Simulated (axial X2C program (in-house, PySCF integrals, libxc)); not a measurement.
**NaCl along the bond: B97-3, two-component**

Computed with an in-house relativistic program for diatomic molecules. Two-component (2c) means X2C with spin–orbit coupling and atomic mean-field two-electron Coulomb and Gaunt terms. Basis: Cl dyall-av3z [9s8p3d2f], Na dyall-cv3z [9s8p5d2f] (cores contracted in-house); Gaussian nuclei, density fitting, unrestricted open shells. Masses: Cl 34.969 u, Na 22.990 u.

State: Ω = 0 (closed shell). Dipoles are positive if Na is the positive end.

Results along the bond:

```csv
R (Å),μ (D),HOMO (eV),LUMO (eV)
2.064,7.734,-6.88,-1.13
2.159,8.086,-6.75,-1.20
2.230,8.362,-6.66,-1.26
2.301,8.646,-6.56,-1.32
2.372,8.937,-6.48,-1.38
2.455,9.286,-6.38,-1.45
2.538,9.644,-6.28,-1.52
2.645,10.115,-6.15,-1.62
2.775,10.705,-6.01,-1.73
2.965,11.586,-5.81,-1.90
```

The state is a single determinant with fixed occupations, the lowest that a limited PBE0 search found. The closed shell is kept restricted, so the energy runs too high when the bond is stretched far.
